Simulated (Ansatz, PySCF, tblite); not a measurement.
**Ladder of methods for the cohesive energy of zinc-blende AlP**

Reference value: 4.32 eV/atom (measured, static lattice: zero-point vibration energy added, sources range from 4.20 to 4.32; as tabulated in Mejia-Rodriguez and Trickey (2018), arXiv:1807.09216).

```
level (code)          value (eV/atom)  cell (Å³/atom)  error (eV/atom)
--------------------  ---------------  --------------  ---------------
GFN1-xTB (tblite)                6.87           21.56            +2.55
LDA (Ansatz)                     4.81           20.05            +0.49
PBE (PySCF)               4.04 ± 0.05           20.90            -0.28
Hartree–Fock (PySCF)      2.74 ± 0.09           20.98            -1.58
MP2 (PySCF)                4.60 ± 0.1           19.83            +0.28
```

Leaving aside GFN1-xTB, which can be fitted to such values or carry a doubt: Nearest, and too close to rank with a margin of 0.12 eV/atom (twice that across the reference) picked here for doubts on the reference and the settings: MP2 (+0.28 eV/atom), PBE (-0.28 eV/atom). Hartree–Fock (-1.58 eV/atom) misses by most. Every level misses the reference by more than 0.2 eV/atom.

A ± on a computed value is a rough bar: the spread of its extrapolation, a floor set from checks against published values, or a statistical error. GFN1-xTB: the free atoms are run in the same model without spin. GFN1-xTB: the method was fitted mainly to molecules. GFN1-xTB: the run uses a supercell at the zone centre in place of a k mesh. Each level is taken at its own relaxed cell. Ansatz's density-functional and Hartree–Fock values are scalar-relativistic unless marked +SOC, with PAW data made under PBE.

Differences are worked out from the printed values.

Ansatz is an electronic-structure program.
